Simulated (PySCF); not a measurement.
Reaction (SMILES): N=C=O + 4 [H][H] (H2) → C (CH4) + N (NH3) + O (H2O)
B3LYP-D3(BJ)/def2-TZVP geometries, fixed; electronic energies without zero-point terms.
Largest species:
```xyz
5

C      0.0000     0.0000     0.0000
H      0.6205     0.6269     0.6390
H     -0.6429    -0.6249     0.6185
H      0.6369    -0.6328    -0.6166
H     -0.6146     0.6308    -0.6409
```

Effect of the atomic grid (radial, angular points) at PBE0/aug-cc-pVTZ with PySCF, against the last row, where the energy of full hydrogenation is -83.18 kcal/mol. Cost is core time over that of atom_grid: 30, 110, unpruned, rough, on shared machines of one kind.

```tsv
setting	grid points, largest species	largest shift of a total energy (mEh)	shift of the energy of full hydrogenation (kcal/mol)	cost
atom_grid: 30, 110, unpruned	16504	-0.149	-0.090	1×
atom_grid: 50, 194, unpruned	48504	-0.030	-0.019	2×
atom_grid: 75, 302, unpruned	113256	-0.003	-0.003	3×
atom_grid: 99, 590, unpruned	292056	0.000	0.000	6×
atom_grid: 150, 974, unpruned	730504	0.000	0.000	10×
```

Within 0.05 kcal/mol in the energy of full hydrogenation: atom_grid: 50, 194, unpruned; atom_grid: 75, 302, unpruned; atom_grid: 99, 590, unpruned. The largest shift is 0.149 mEh in a total energy and 0.090 kcal/mol in the difference.
